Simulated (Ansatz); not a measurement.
A calculation with Ansatz (development build ahead of 0.2.0).

```yaml
crystal:
  periodic: [false, false, false]
  atoms:
    - { symbol: Mg, position_ang: [0.0, 0.0, 0.0] }
    - { symbol: Na, position_ang: [0.0, 2.3528, 1.8054] }
    - { symbol: P, position_ang: [0.0, -1.9006, 1.4584] }
basis:
  gaussian: { orbitals: pcseg-2 }
hamiltonian:
  xc: pbe
```

The input is written out in the form of the current development build from the run's settings.

Results

```json
{
  "Converged": "yes",
  "Total energy": "-703.27733 hartree",
  "Spin squared of the determinant": "0.000",
  "Stability test": "minimum among restricted orbitals"
}
```

Caution: an unrestricted determinant lies well below.
